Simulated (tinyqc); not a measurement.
A ladder of methods, and size consistency: correlation methods against full CI in the sto-3g basis, for LiH, spin multiplicity 1. Computed by the program tinyqc with PySCF. 

Geometry (angstrom):
```
atom       x       y       z
Li    0.0000  0.0000  0.0000
H     0.0000  0.0000  1.8880
```

RHF energy of one = -7.842258 hartree

All electrons correlated; +Q is the Davidson correction (1 - c0^2) E_corr. The last columns treat two copies 100 angstrom apart as one system. FCI is the lowest singlet.

Correlation energies (hartree):
```
method   E_corr of one  share of FCI (%)  E_corr of two at 100 angstrom  two minus twice one (mhartree)
MP2          -0.015916           59.4076                      -0.031833                       -3.93e-05
CISD         -0.026773           99.9291                      -0.051545                          2.0003
CISD+Q       -0.027886          104.0837                      -0.055164                          0.6073
CCSD         -0.026777           99.9433                      -0.053553                       -9.20e-05
CCSD(T)      -0.026789           99.9887                      -0.053577                       -9.17e-05
FCI          -0.026792          100.0000                              -                               -
```

MP2 recovers 59 %, CISD 99.9 % and CCSD 99.9 % of the FCI value (c0^2 = 0.958 in CISD). MP2 and coupled cluster are size consistent, so their last column vanishes but for a trace of long-range electrostatics; CISD loses 2.00 mhartree, since a double excitation on each copy is a quadruple of the pair, and the Davidson correction leaves +0.61.
